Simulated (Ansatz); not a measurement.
Reaction: C3H7Cl (2-chloropropane, SMILES ClC(C)C) → C3H7Cl (SMILES CCCCl)
Each species at its own B3LYP-D3(BJ)/def2-TZVP minimum (Ansatz, a program for electronic structure), one conformer.

Quantity: isomerisation energy (electronic), in kJ/mol. Open shells are spin-unrestricted; no spin-orbit coupling. CBS(X,Y): correlation extrapolated as X^-3, Hartree-Fock from the larger set. A bracket is a step between two methods taken in the basis named. The functionals are non-relativistic, so their misses hold any scalar relativity. '+ core + X2C': CCSD(T) terms for core correlation (cc-pwCVTZ, 1s frozen past Ne) and scalar relativity (cc-pVTZ-DK).

CCSD(T)/CBS(cc-pV(T+d)Z,cc-pV(Q+d)Z) + [CCSDT(Q) - CCSD(T)]/cc-pV(D+d)Z + core + X2C (Ansatz) gives 11.8 kJ/mol.

What does PBE/def2-TZVPD (Ansatz) give here, and how do the other levels compare?

PBE gives 10.0 kJ/mol, 1.8 kJ/mol below it. Differences of the others: r2SCAN/def2-TZVPD (Ansatz) 0.8; B3LYP/def2-TZVPD (Ansatz) -2.8; PBE0/def2-TZVPD (Ansatz) -2.2; wB97M-V/def2-TZVPD (Ansatz) 0.0; CCSD(T)/CBS(cc-pV(T+d)Z,cc-pV(Q+d)Z) + core + X2C (Ansatz) 0.0 kJ/mol. Nearer than PBE: r2SCAN/def2-TZVPD, wB97M-V/def2-TZVPD, CCSD(T)/CBS(cc-pV(T+d)Z,cc-pV(Q+d)Z) + core + X2C.
